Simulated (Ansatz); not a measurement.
`OC(F)(F)Cl` + H₂ → `FC(F)Cl` + H₂O at 700 K and 1 bar (hydrogenolysis of a C–O bond).

Isolated molecules relaxed with PBE0-D4/def2-TZVP in Ansatz; ΔE leaves out vibrations. CBS: MP2 limit from def2 TZ/QZ plus the TZ coupled-cluster correction, frozen cores. This one scheme is used for every species. Each species was taken in one conformer, which may not be the lowest.

```json
{"species": "`OC(F)(F)Cl`", "CCSD(T)/CBS energy (Eh)": "-773.18536", "H − E (kJ/mol)": "124.3", "S (J/(mol·K))": "380.6"}
{"species": "H₂", "CCSD(T)/CBS energy (Eh)": "-1.17544", "H − E (kJ/mol)": "46.8", "S (J/(mol·K))": "155.3"}
{"species": "`FC(F)Cl`", "CCSD(T)/CBS energy (Eh)": "-698.00348", "H − E (kJ/mol)": "102.9", "S (J/(mol·K))": "340.3"}
{"species": "H₂O", "CCSD(T)/CBS energy (Eh)": "-76.37941", "H − E (kJ/mol)": "80.5", "S (J/(mol·K))": "218.4"}
```

H − E and S are ideal-gas, rigid-rotor, harmonic terms from PBE0-D4/def2-TZVP, for one conformer and one mirror image of each species. The MP2-based limit puts H₂ 0.8 mEh under its directly extrapolated value; such offsets cancel only in part. 1 Eh = 2625.50 kJ/mol, R = 8.31446 J/(mol·K).

Question: By hand: ΔE, ΔH, ΔS and ΔG.

Answer: ΔE = (-698.00348) + (-76.37941) − (-773.18536) − (-1.17544) = -0.02209 Eh = -58.0 kJ/mol. Δ(H − E) = 102.9 + 80.5 − 124.3 − 46.8 = 12.3, so ΔH = -45.7 kJ/mol. ΔS = 340.3 + 218.4 − 380.6 − 155.3 = 22.8 J/(mol·K). ΔG = -45.7 − 700 × (22.8)/1000 = -61.7 kJ/mol.

Question: By hand: the equilibrium constant, and the temperature at which ΔG would vanish if ΔH and ΔS stayed fixed.

Answer: log₁₀ K = −ΔG/(RT ln 10) = 4.6. ΔH and −TΔS have one sign here, so there is no such temperature.

TΔS isn't small against ΔH here. A doubt of 5 kJ/mol in ΔE shifts log₁₀ K by 0.4 here. Other conformers and mirror images would add mixing entropy, several J/(mol·K) or more a flexible species. These are equilibria of isolated gas molecules and say nothing of rates. Largest T1 diagnostic: 0.011 (customary marks: 0.02 for closed shells, 0.045 for open ones).
